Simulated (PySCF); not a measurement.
Gas-phase reaction: 3 CH2OH + 2 Si2H5 ⇌ 3 H3SiOCH3 + SiH

Energies from PySCF, thermal terms from the rigid-rotor harmonic-oscillator model, ideal gas at 1 bar. † marks an energy on the PBE0/def2-TZVP geometry and frequencies; other levels use their own. CCSD(T) freezes the core. Open shells (unrestricted): CH2OH (multiplicity 2), Si2H5 (multiplicity 2), SiH (multiplicity 2, electronic degeneracy 4); the rest are closed-shell singlets. Spin-orbit splitting is ignored; it lowers the true energy and changes the entropy of SiH. No R ln 2 is added for the mirror-image form of CH2OH. Si2H5: computed as isolated molecules; such fragments, hydroxides, amides, oligomers or adducts are transient or little studied in the gas. CCSD(T) isn't extrapolated to the basis-set limit; its ΔH°(298 K) is -741.3 kJ in def2-SVP and -772.4 kJ in def2-TZVPP. The harmonic model lacks anharmonicity and excited electronic states, which grow with temperature; levels with a mode under 35 cm⁻¹ are left out. Internal rotation in CH2OH, Si2H5, H3SiOCH3 is treated as a harmonic vibration of one conformer, which makes the entropy rough.

```json
[
 {"level": "BLYP/def2-TZVP†", "ΔE electronic, kJ": "-745", "ΔH°(298 K), kJ": "-714", "ΔS°(298 K), J/K": "-212", "ΔG°(600 K), kJ": "-583"},
 {"level": "CCSD(T)/def2-SVP†", "ΔE electronic, kJ": "-773", "ΔH°(298 K), kJ": "-741", "ΔS°(298 K), J/K": "-212", "ΔG°(600 K), kJ": "-610"},
 {"level": "HF/def2-TZVP†", "ΔE electronic, kJ": "-692", "ΔH°(298 K), kJ": "-660", "ΔS°(298 K), J/K": "-212", "ΔG°(600 K), kJ": "-529"},
 {"level": "PBE/def2-SVP", "ΔE electronic, kJ": "-691", "ΔH°(298 K), kJ": "-662", "ΔS°(298 K), J/K": "-217", "ΔG°(600 K), kJ": "-528"},
 {"level": "PBE0/def2-QZVP†", "ΔE electronic, kJ": "-718", "ΔH°(298 K), kJ": "-686", "ΔS°(298 K), J/K": "-212", "ΔG°(600 K), kJ": "-555"},
 {"level": "r2SCAN/def2-TZVP†", "ΔE electronic, kJ": "-712", "ΔH°(298 K), kJ": "-680", "ΔS°(298 K), J/K": "-212", "ΔG°(600 K), kJ": "-549"},
 {"level": "ωB97M-V/def2-TZVP†", "ΔE electronic, kJ": "-824", "ΔH°(298 K), kJ": "-792", "ΔS°(298 K), J/K": "-212", "ΔG°(600 K), kJ": "-661"}
]
```
ΔH° is lowest at ωB97M-V/def2-TZVP† and highest at HF/def2-TZVP†. No reference value is set beside these.
